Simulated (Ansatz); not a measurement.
Candidates: BiOCl (P4/nmm, No. 129), MgV2O6 (C2/m, No. 12), K2WO4 (C2/m, No. 12), CaMoO4 (I4₁/a, No. 88), CdCO3 (R-3c, No. 167). Level: r²SCAN+rVV10 (Ansatz, a first-principles code, PAW).

Ansatz's runs of these crystals have no spin polarisation.

Spin–orbit coupling is left out, also for the solids with elements from indium on (BiOCl, K2WO4); its size isn't shown.

Ansatz's density-functional and Hartree–Fock values are scalar-relativistic unless marked +SOC, with PAW data made under PBE.

### Question
Order them by their volume per atom at this level, smallest first.

### Answer
MgV2O6 (C2/m, No. 12) (10.89 Å³/atom), CdCO3 (R-3c, No. 167) (11.33 Å³/atom), CaMoO4 (I4₁/a, No. 88) (12.75 Å³/atom), K2WO4 (C2/m, No. 12) (17.74 Å³/atom), BiOCl (P4/nmm, No. 129) (18.57 Å³/atom)
